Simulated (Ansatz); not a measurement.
## Rhombohedral A7 Bi: Voigt–Reuss–Hill bulk modulus by level of theory

No measured value is used here.

```json
[
 {"level (code)": "LDA (Ansatz)", "value (GPa)": "42.0", "cell (Å³/atom)": "33.50"},
 {"level (code)": "PBE (Ansatz)", "value (GPa)": "28.5", "cell (Å³/atom)": "36.92"},
 {"level (code)": "PBEsol (Ansatz)", "value (GPa)": "___", "cell (Å³/atom)": "34.43"},
 {"level (code)": "PBEsol+SOC (Ansatz)", "value (GPa)": "32.1", "cell (Å³/atom)": "35.51"},
 {"level (code)": "r²SCAN (Ansatz)", "value (GPa)": "36.8", "cell (Å³/atom)": "35.38"}
]
```

Question: Fill in the missing entries.

Answer: 
- PBEsol (Ansatz, a quantum-chemistry and plane-wave program), value (GPa): 38.2

Density-functional levels without +SOC have no spin–orbit coupling. LDA: LDA has no dispersion term either, though it tends to give short spacings of layers, chains or molecules. PBE, PBEsol, PBEsol+SOC: the cell comes from a level without a dispersion term, which matters for the spacing of layers, chains or molecules. Values are at the level's own equilibrium cell; r²SCAN at the measured cell. Cutoffs differ between the levels. Ansatz's density-functional and Hartree–Fock values are scalar-relativistic unless marked +SOC, with PAW data made under PBE.
